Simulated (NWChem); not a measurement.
# NWChem input wanted

The species is C2H2ClF2 (7 atoms), meant as a doublet with charge 0. SMILES: `F[C](F)CCl`. Geometry: relaxed at GFN2-xTB. This is one conformer, not always the lowest.

```xyz
7

F     1.1312   -0.7632    1.3054
C     0.1478   -0.7357    0.4122
F     0.1287   -1.8604   -0.2952
C    -0.3901    0.4867   -0.0893
Cl    0.7699    1.2937   -1.3704
H    -0.4780    1.2447    0.6822
H    -1.3096    0.3342   -0.6450
```

Settings wanted:

| Setting | Value |
| --- | --- |
| task | gradient |
| method | HF |
| basis set | 3-21G |
| reference | UHF |
| SCF convergence threshold | 1e-08 |
| iteration cap | 80 |
| symmetry | none |
| module | scf |
| d and f functions | spherical |

Problem. Give an NWChem 7.3.0 job that does this.

Solution. This one ran through:

struct.nw:
```
start struct
title "C2H2ClF2"
memory stack 880 mb heap 220 mb global 1100 mb
charge 0
geometry noautosym nocenter noautoz
F        1.131180      -0.763200       1.305400
C        0.147820      -0.735720       0.412240
F        0.128720      -1.860440      -0.295160
C       -0.390130       0.486670      -0.089260
Cl       0.769930       1.293730      -1.370410
H       -0.477970       1.244740       0.682150
H       -1.309560       0.334220      -0.644960
end
basis spherical bse
* library 3-21G
end
scf
doublet
uhf
thresh 1e-08
maxiter 80
print medium
end
task scf gradient
```

```bash
$ nwchem struct.nw > struct.out
```

Calculated total energy: -731.52037 Eh, largest force 1.236 eV/Å.
